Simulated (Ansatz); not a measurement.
CH3MgSi (SMILES C=[Si+][MgH]) (charge +1), singlet: a single point displaced at random from a GFN2-xTB minimum.

in.yaml

```yaml
crystal:
  periodic: [false, false, false]
  atoms:
    - {symbol: C, position_ang: [-1.104900, 0.156700, -1.395300]}
    - {symbol: Si, position_ang: [-0.053600, 0.017800, -0.062000]}
    - {symbol: Mg, position_ang: [1.499700, -0.182000, 2.073900]}
    - {symbol: H, position_ang: [-1.924500, -0.526200, -1.743000]}
    - {symbol: H, position_ang: [-1.014500, 0.951300, -2.134200]}
    - {symbol: H, position_ang: [2.494400, -0.400900, 3.261200]}
basis:
  gaussian: {orbitals: def2-TZVPP}
total_charge: 1
hamiltonian: {xc: r2scan, dispersion: d4}
output: {forces: true}
```

An equivalent command:

```bash
ansatz run in.yaml --threads 4 --pin off --events-out ev --progress --plain
```

Output of Ansatz 0.2.0:

```
Functional definition: r2SCAN
  name "r2SCAN"
  cite "Furness, Kaplan, Ning, Perdew & Sun, J. Phys. Chem. Lett. 11, 8208 (2020) doi:10.1021/acs.jpclett.0c02405"
  cite "Furness, Kaplan, Ning, Perdew & Sun, J. Phys. Chem. Lett. 11, 9248 (2020) doi:10.1021/acs.jpclett.0c03077"
  parent r2scan
  parameter k0 = 0.174
  parameter k1 = 0.065
  parameter a1 = 4.9479
  exchange = r2scan_x(k0 = k0, k1 = k1, a1 = a1)
  correlation = r2scan_c
933 factors; their error is unknown
mean field evaluation 1: about -14372.9565 eV, gradient 9.3e1 eV
mean field evaluation 2: about -14239.6864 eV, gradient 1.6e2 eV
mean field evaluation 4: about -14394.0757 eV, gradient 2.4e1 eV
mean field evaluation 8: about -14396.3529 eV, gradient 9.9e-2 eV
mean field evaluation 16: about -14396.3289 eV, gradient 1.1e-4 eV
mean field -14396.32888549 eV, -529.0553283597 hartree, gradient 2.7e-5 eV, S^2 0.000000; 0 other end points of the search recorded, 0 dependent functions left out
the calculation of the forces begins
reference -14396.32890077 eV, -529.0553289211 hartree; 17, 17 occupied and 130, 130 virtual orbitals, 933 factors
Total energy: -14396.34805704 eV, -529.0560329009 hartree
Atom 0 at    -1.104900     0.156700    -1.395300 Å, force    -0.387680    -0.651886    -0.087666 eV/Å
Atom 1 at    -0.053600     0.017800    -0.062000 Å, force    -0.847010     0.023522    -0.988926 eV/Å
Atom 2 at     1.499700    -0.182000     2.073900 Å, force    -0.574870     0.150550    -0.680542 eV/Å
Atom 3 at    -1.924500    -0.526200    -1.743000 Å, force     0.768840     0.367053     0.683600 eV/Å
Atom 4 at    -1.014500     0.951300    -2.134200 Å, force     0.241885     0.279457     0.097302 eV/Å
Atom 5 at     2.494400    -0.400900     3.261200 Å, force     0.798836    -0.168697     0.976231 eV/Å
Dipole moment:     0.006856     0.041458     0.063093 e Å
```

The run took about 1.9 s on 4 CPU threads (shared host).
